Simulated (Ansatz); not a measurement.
**H$_{3}$Ge–N, triplet in cc-pVDZ: errors against UCCSDT(Q)**

Geometry: displaced at random from a stationary point.

```yaml
atoms:
  - { symbol: Ge, position_ang: [-0.2783, 0.0002, 0.0043] }
  - { symbol: N, position_ang: [1.6152, -0.0016, -0.0127] }
  - { symbol: H, position_ang: [-0.7235, 1.4990, -0.0464] }
  - { symbol: H, position_ang: [-0.8057, -0.7541, 1.2449] }
  - { symbol: H, position_ang: [-0.8560, -0.7353, -1.3342] }
```

Basis cc-pVDZ; Ansatz 0.2.0. Correlated methods freeze the noble-gas cores and the filled d shells of p-block atoms, which leaves 12 electrons in 41 orbitals. R marks a restricted (for open shells ROHF) determinant, U an unrestricted one. No spin–orbit coupling is included, and no scalar relativity.

Full CI isn't at hand for all of this; UCCSDT(Q) serves as the reference, and is uncertain by about the last step of the cluster series. The frozen core follows each run's orbitals, which can shift R against U totals by a few meV for light atoms and by up to 0.1 eV past Ca.

* UHF ⟨S²⟩: 2.021
* T1 diagnostic (RCCSD): 0.0214
* largest doubles amplitude (RCCSD): 0.039
* T1 diagnostic (UCCSD): 0.0158

| level | E − E(UCCSDT(Q)) (kcal/mol) | share of correlation (%) | wall time |
| --- | --- | --- | --- |
| UHF | 153.16 | 2.73 | – |
| UMP2 | 30.07 | 80.90 | – |
| UCCSD | 4.04 | 97.43 | – |
| UCCSD(T) | 0.89 | 99.43 | 5.5 s |
| UCCSDT | 0.20 | 99.87 | – |

The correlation energy at UCCSDT(Q), counted from RHF, is -6.828 eV. That run took 57 s on 1 thread of Arm Neoverse V2, shared host.

Run but not shown, since their state or frozen core can't be matched to the reference's or they repeat it: RHF, RMP2, RCCSD, RCCSD(T), BCCD(T), RCCSDT, RCCSDT(Q).

Times hold each run's SCF and search for its determinant on a shared host, so for small cases they say little of a method's own cost; they ran on 1 thread of Arm Neoverse V2.
